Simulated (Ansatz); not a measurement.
# PNH2 (triplet): from Hartree-Fock to the top rungs, cc-pVDZ

How much of the correlation energy of PNH2 (triplet) does each wave-function method recover here?

Method: cc-pVDZ, correlated electrons: outside noble gas; program: Ansatz 0.2.0, Gaussian basis.

The runs, in order: UHF; CCSD(T) on ROHF; CCSD(T) on UHF; BCCD(T) on ROHF; CISD; CCSDT(Q) on ROHF; CCSDT(Q) on UHF; CASSCF and MRCISD+Q, 12 electrons in 10 orbitals; CASSCF and NEVPT2, 12 electrons in 10 orbitals.

### Step 1. What is computed

The geometry is a PBE0/def2-TZVP stationary point (not a proven minimum).

4 atoms, charge 0, spin multiplicity 3.

Atoms are counted from 1 here; the program's logs count them from 0.

Bond lengths: N1–P2 1.682 Å, N1–H3 1.006 Å, N1–H4 1.006 Å. Angles: P2–N1–H3 122.7°, P2–N1–H4 122.7°, H3–N1–H4 114.7°.

In the tables R marks a restricted open-shell determinant and U an unrestricted one; 'valence' is the active space of 12 electrons in 10 orbitals; correlation energies count from the lowest restricted Hartree-Fock solution.

### Step 2. UHF

in.yaml reads:

```yaml
crystal:
  periodic: [false, false, false]
  atoms:
    - {symbol: N, position_ang: [0.000000, 0.000000, 1.085170]}
    - {symbol: P, position_ang: [0.000000, 0.000000, -0.596692]}
    - {symbol: H, position_ang: [0.000000, 0.847233, 1.628141]}
    - {symbol: H, position_ang: [0.000000, -0.847233, 1.628141]}
basis:
  gaussian: {orbitals: cc-pVDZ}
magnetization: {spin_polarized: true, initial_magnetization: 2}
hamiltonian: {xc: hf}
output: {orbitals: {seedname: orbitals}}
```

On the command line:

```sh
> ansatz run in.yaml --threads 1 --pin off --events-out ev --progress --plain --max-ram 2393MiB
```

The runs that follow: CCSD(T) on ROHF; CCSD(T) on UHF; BCCD(T) on ROHF; CISD; CCSDT(Q) on ROHF; CCSDT(Q) on UHF; CASSCF and MRCISD+Q, 12 electrons in 10 orbitals; CASSCF and NEVPT2, 12 electrons in 10 orbitals.

**Question.** What will the summary of the whole plan be? Wanted: correlation energy, UCCSDT(Q); RMP2 from UCCSDT(Q); UMP2 from UCCSDT(Q); RCCSD from UCCSDT(Q); RCCSD(T) from UCCSDT(Q); UCCSD(T) from UCCSDT(Q); RCCSDT(Q) from UCCSDT(Q); NEVPT2 valence from UCCSDT(Q); MRCISD+Q valence from UCCSDT(Q).

As calculated:

| quantity | value |
| --- | --- |
| correlation energy, UCCSDT(Q) | -7.9412 eV |
| RMP2 from UCCSDT(Q) | +88.6 kJ/mol |
| UMP2 from UCCSDT(Q) | +92.2 kJ/mol |
| RCCSD from UCCSDT(Q) | +22.0 kJ/mol |
| RCCSD(T) from UCCSDT(Q) | +3.3 kJ/mol |
| UCCSD(T) from UCCSDT(Q) | +3.3 kJ/mol |
| RCCSDT(Q) from UCCSDT(Q) | +0.1 kJ/mol |
| NEVPT2 valence from UCCSDT(Q) | +116.1 kJ/mol |
| MRCISD+Q valence from UCCSDT(Q) | +2.3 kJ/mol |
| levels within 1 kcal/mol (43 meV) | RCCSD(T), UCCSD(T), BCCD(T), RCCSDT, UCCSDT, RCCSDT(Q), MRCISD+Q valence |
| T1 diagnostic | 0.020 |
| effectively unpaired electrons | 2.01 |

**Reading.** RCCSD(T) misses by +3.3 kJ/mol, 0.4 % of the correlation energy. One determinant dominates. Of the multireference levels listed MRCISD+Q valence comes nearest (+2.3 kJ/mol). These misses are within one basis and frozen core, not against nature; frozen cores of the runs differ by up to some meV.
